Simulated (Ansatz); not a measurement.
Two isomers of C4H6O: A = `CC#COC`, B = `CC1=C(O)C1`.

Gas-phase electronic energies from Ansatz, PBE0-D4/def2-TZVP geometries. CCSD(T)/CBS is the MP2 limit (def2-TZVPP, def2-QZVPP) plus CCSD(T) − MP2 in def2-TZVPP, frozen cores. Functionals use def2-TZVPP. B3LYP here is the variant with VWN-RPA as its local correlation; programs differ in this. Each species was taken in one conformer, which may not be the lowest.

(1) Which isomer does CCSD(T)/CBS put lower? Give the gap. (Best estimate.)

(2) Give E(B) − E(A) in kJ/mol with B3LYP-D4, PBE0-D4, MP2/def2-TZVPP, B3LYP, PBE-D4, r2SCAN-D4, HF/def2-TZVPP. (Best estimate.)

Largest T1 diagnostic: 0.012.

## Answers

(1) The calculation gave: B, by 1.6 kJ/mol. So small a gap doesn't settle the order.

(2) The calculation gave: B3LYP-D4 4.3, PBE0-D4 -21.4, MP2/def2-TZVPP -5.9, B3LYP 7.3, PBE-D4 -20.1, r2SCAN-D4 -13.2, HF/def2-TZVPP 26.3. The order is the other way round with B3LYP-D4, B3LYP, HF/def2-TZVPP.

In def2-TZVPP, CCSD(T) changes the Hartree–Fock value by −26.6 kJ/mol (the triples alone add −2.4 kJ/mol) and MP2 by −32.2 kJ/mol.
